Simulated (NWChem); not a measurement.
Species: NO cation

Computed with NWChem. Geometry: optimised at PBE-D3(BJ)/def2-SVP. Core excitations by TDA in a window of 1s orbitals, non-relativistic and unshifted: absolute energies depend strongly on the exact-exchange share.

Question: Estimate the computed values for N K edge, PBE0/def2-TZVP. Quantities: first 1s excitation (eV); dipole oscillator strength of the first; first state with f > 0.002 (eV); dipole oscillator strength of that state.

Answer: 
```json
{
 "first 1s excitation (eV)": "390.9",
 "dipole_oscillator_strength_of_the_first": "0.0769",
 "first state with f > 0.002 (eV)": "390.9",
 "dipole_oscillator_strength_of_that_state": "0.0769"
}
```
